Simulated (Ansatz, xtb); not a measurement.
Two isomers of C5H8N+

Structure I is `C=CC[N+]#CC`, a singlet and structure II is `CC#[N+]/C=C/C`, a singlet. Both are isolated ions in the gas phase, relaxed with B3LYP/def2-SVP; each stands in its lowest conformer found.

Estimate E(II) − E(I) at the level CCSD(T)/def2-SVP + ΔMP2/def2-TZVPP.

Calculated at CCSD(T)/def2-SVP + ΔMP2/def2-TZVPP: E(II) − E(I) = −3.5 kcal/mol, so structure II lies lower.

Level by level:

| level | geometry | E(II) − E(I) (kcal/mol) | departure from the last row (kcal/mol) | job, with rough time for the two |
| --- | --- | --- | --- | --- |
| GFN2-xTB | GFN2-xTB | −10.4 | −6.9 | optimisation, 0.25 s |
| HF/STO-3G | GFN2-xTB | −7.3 | −3.8 | single point, 0.64 s |
| r2SCAN-D4/def2-SVP | GFN2-xTB | −9.8 | −6.3 | single point, 4.6 s |
| B3LYP/def2-SVP | B3LYP/def2-SVP | −8.0 | −4.4 | optimisation, 1.8 min |
| HF/def2-SVP | B3LYP/def2-SVP | −3.3 | +0.2 | part of the CCSD(T) run |
| MP2/def2-SVP | B3LYP/def2-SVP | −5.3 | −1.8 | part of the CCSD(T) run |
| CCSD(T)/def2-SVP | B3LYP/def2-SVP | −4.4 | −0.9 | single point |
| CCSD(T)/def2-SVP + ΔMP2/def2-TZVPP | B3LYP/def2-SVP | −3.5 |  | single point, 66 s |

As drawn, both hold the same kinds of bond in the same numbers. Structure I has 1 methyl group, II 2.

The levels shown agree on the order. The largest departure from CCSD(T)/def2-SVP + ΔMP2/def2-TZVPP is that of GFN2-xTB, 6.9 kcal/mol. A small imaginary or near-zero mode remains, so no thermal terms are given. The last row adds to CCSD(T) the change of the MP2 difference between the two basis sets, here +0.9 kcal/mol.

The correlated steps freeze 6 core orbitals. Programs: Ansatz 0.2.0, xtb 6.7.1; the last row on 2 threads of Intel(R) Xeon(R) Processor @ 2.70GHz on a shared host.
